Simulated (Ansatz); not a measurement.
Barrier height from H2 + O to the transition structure H2O, without zero-point energy, on the benchmark's geometries as Psi4's copy of the set gives them.
Transition structure (charge 0, multiplicity 3):
```csv
atom,x (Å),y (Å),z (Å)
H,0.0000,0.0000,-0.8603
O,0.0000,0.0000,0.3290
H,0.0000,0.0000,-1.7719
```
Reactant (charge 0, multiplicity 1):
```
atom   x (Å)   y (Å)   z (Å)
----  ------  ------  ------
H     0.0000  0.0000  0.0000
H     0.7419  0.0000  0.0000
```

Open shells are unrestricted; no spin–orbit coupling.

Frozen-core correlation. CBS: X⁻³ extrapolation of the correlation energy, Hartree–Fock from the larger set.

The values were computed with Ansatz (a first-principles code). Values without a source in brackets are computed.

PBE/def2-TZVPPD gives -1.58 kcal/mol for the barrier height.

**Question.** Where do these levels fall relative to PBE: r2SCAN/def2-TZVPPD, B3LYP/def2-TZVPPD, wB97M-V/def2-TZVPPD, B2PLYP/def2-TZVPPD, MP2/CBS(aug-cc-pVTZ, aug-cc-pVQZ), CCSD(T)/CBS(aug-cc-pVTZ, aug-cc-pVQZ).

**Answer.** r2SCAN/def2-TZVPPD 3.84; B3LYP/def2-TZVPPD 7.69; wB97M-V/def2-TZVPPD 11.58; B2PLYP/def2-TZVPPD 11.56; MP2/CBS(aug-cc-pVTZ, aug-cc-pVQZ) 16.84; CCSD(T)/CBS(aug-cc-pVTZ, aug-cc-pVQZ) 14.55 kcal/mol. 6 of 6 lie above PBE; the widest gap is to MP2/CBS(aug-cc-pVTZ, aug-cc-pVQZ).

The set's own value is 13.1 kcal/mol (Zhao et al., J. Phys. Chem. A 109, 2012 (2005), HTBH38), an estimate for the real system, whose open-shell reactant is lowered by spin–orbit coupling.
